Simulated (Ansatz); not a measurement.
# CH6FN: Born-Oppenheimer dynamics

Aim: follow the atoms for 80 steps of 0.25 fs at constant energy, with velocities drawn for 700 K.

The runs use Ansatz 0.2.0, Gaussian basis; PBE0-D4/def2-SVP.

## Step 1: Where the work starts

The start, a pair relaxed at PBE0-D4: SMILES `F.CN`, 9 atoms, charge 0, spin multiplicity 1.

Atoms are counted from 1 here; the program's logs count them from 0.

Bond lengths: F1–H2 0.969 Å, C3–N4 1.461 Å, C3–H5 1.095 Å, C3–H6 1.090 Å, C3–H7 1.090 Å, N4–H8 1.013 Å, N4–H9 1.013 Å. Angles: N4–C3–H5 113.9°, N4–C3–H6 109.0°, N4–C3–H7 109.0°, H5–C3–H6 108.7°, H5–C3–H7 108.7°, H6–C3–H7 107.4°, C3–N4–H8 110.9°, C3–N4–H9 110.9°, H8–N4–H9 107.0°.

Geometry (Å):

```csv
atom,x (Å),y (Å),z (Å)
F1,0.1019,-0.0509,-2.4828
H2,-0.1339,0.1819,-1.5725
C3,0.3693,-0.4171,0.7870
N4,-0.4476,0.4834,-0.0229
H5,0.2296,-0.2922,1.8659
H6,1.4209,-0.2530,0.5500
H7,0.1322,-1.4477,0.5214
H8,-0.2392,1.4514,0.1902
H9,-1.4333,0.3443,0.1638
```

## Step 2: Dynamics

md/in.yaml

```yaml
crystal:
  periodic: [false, false, false]
  atoms:
    - {symbol: F, position_ang: [0.101948, -0.050934, -2.482832]}
    - {symbol: H, position_ang: [-0.133948, 0.181898, -1.572540]}
    - {symbol: C, position_ang: [0.369276, -0.417052, 0.787010]}
    - {symbol: N, position_ang: [-0.447566, 0.483386, -0.022864]}
    - {symbol: H, position_ang: [0.229627, -0.292204, 1.865850]}
    - {symbol: H, position_ang: [1.420945, -0.253024, 0.549969]}
    - {symbol: H, position_ang: [0.132161, -1.447734, 0.521362]}
    - {symbol: H, position_ang: [-0.239174, 1.451356, 0.190224]}
    - {symbol: H, position_ang: [-1.433271, 0.344308, 0.163821]}
basis:
  gaussian: {orbitals: def2-SVP}
hamiltonian: {xc: pbe0, dispersion: d4}
md: {n_steps: 80, timestep: 0.25, temperature: 700, ensemble: nve, seed: 806, initial_velocities: maxwell_boltzmann}
```

The run is started by

```sh
> ansatz run in.yaml --threads 4 --pin off --events-out ev --progress --plain --max-ram 9574MiB
```

Q: Predict the outcome of this session. Wanted: temperature at the start; mean temperature, second half; lowest and highest potential energy, from the first frame; largest change of potential + kinetic.

The runs gave:

```
                                                 quantity              value
                                                   length  80 steps, 20.0 fs
                                 temperature at the start              700 K
                            mean temperature, second half              386 K
lowest and highest potential energy, from the first frame      0 and 520 meV
                    largest change of potential + kinetic            1.0 meV
```

What this shows: With no thermostat the total energy should stay fixed; it holds within 1.0 meV, small beside the kinetic energy, so the time step serves. The instant temperature ranges from 126 to 700 K, as energy passes between motion and strain. The molecule keeps its bonds.
